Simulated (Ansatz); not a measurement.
Energy needed to pull apart H$_{2}$S$_{2}$O (SMILES SOS), singlet, into free ground-state atoms, from the structure below (displaced at random from a GFN2-xTB minimum); no zero-point or spin–orbit terms; open-shell atoms are treated unrestricted, in their ground-state multiplicity.

```
5
angstrom
S -0.9372 0.1160 -1.1861
O -0.1378 0.5901 0.2139
S 1.0195 -0.3385 1.0379
H -1.8895 -0.6132 -0.5695
H 2.1640 0.2453 0.4710
```

Ansatz 0.2.0; basis: def2-TZVPP; cores frozen in the correlated methods. B3LYP uses VWN-RPA correlation.

| method | atomization energy (kcal/mol) |
| --- | --- |
| PBE-D4 | 319.0 |
| r2SCAN-D4 | 304.6 |
| PBE0-D4 | ? |
| B3LYP-D4 | ? |
| r2SCANh-D4 | 298.4 |
| wB97M-V | 307.9 |
| HF | 159.2 |
| MP2 | 294.7 |
| CCSD | 277.7 |
| CCSD(T) | 287.6 |

What does B3LYP-D4 give? (Judge from chemistry; the value comes from the calculation.)

Computed: 302.2 kcal/mol, which is about 14.6 kcal/mol more than CCSD(T)/def2-TZVPP.

What does PBE0-D4 give? (Judge from chemistry; the value comes from the calculation.)

The calculation gives: 300.4 kcal/mol, which is about 12.8 kcal/mol more than CCSD(T)/def2-TZVPP.

In triple zeta the MP2 and coupled-cluster atomization energies are still short of their basis limit by a few kcal/mol a bond, whereas those of the functionals are nearly converged, so these differences are not deviations from converged CCSD(T).

The T1 diagnostic stays at or below 0.017.

For scale, one of the runs: CCSD(T)/def2-TZVPP forces, 143 basis functions (an equivalent command: `ansatz run in.yaml --threads 4`). The run took 29 s on 4 CPU threads (shared host), with 1.4 GiB of host memory at its peak.
